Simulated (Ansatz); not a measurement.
HgS (P3₂21, No. 154) was calculated with PBEsol-D3(BJ) (plane waves, PAW; Ansatz, a first-principles code).

Settings: plane-wave cutoff 520 eV, 12×12×4 k mesh (along the axes of the cell as run), Fermi–Dirac smearing 0.01 eV, scalar-relativistic PAW data made under PBE.

Cell (relaxed at this level):

```cif
data_Hg3S3
_chemical_formula_sum 'Hg3 S3'
_space_group_name_H-M_alt 'P 1'
_space_group_IT_number 1
_cell_length_a 4.00967
_cell_length_b 4.00967
_cell_length_c 9.28128
_cell_angle_alpha 90.000
_cell_angle_beta 90.000
_cell_angle_gamma 120.000
loop_
_space_group_symop_operation_xyz
  'x, y, z'
loop_
_atom_site_label
_atom_site_type_symbol
_atom_site_fract_x
_atom_site_fract_y
_atom_site_fract_z
_atom_site_occupancy
Hg1 Hg 0.68197 0.00000 0.66667 1
Hg2 Hg 0.00000 0.68197 0.33333 1
Hg3 Hg 0.31803 0.31803 0.00000 1
S1 S 0.52597 0.00000 0.16667 1
S2 S 0.00000 0.52597 0.83333 1
S3 S 0.47403 0.47403 0.50000 1
```

**Question.** What does this level give for the bulk modulus B0, band gap and smallest direct gap on the k points sampled?

**Answer.** 
- bulk modulus B0 = 39.9 GPa
- band gap = 0.93 eV
- smallest direct gap on the k points sampled = 1.00 eV

Note: the volume lies 9 % below that of the published cell; the bulk modulus comes from volumes at which shape and atoms were relaxed.

Spin–orbit coupling is not included.

Static lattice: no zero-point or thermal effects.

It cost about 19 core-minutes (a rough figure) of CPU time.
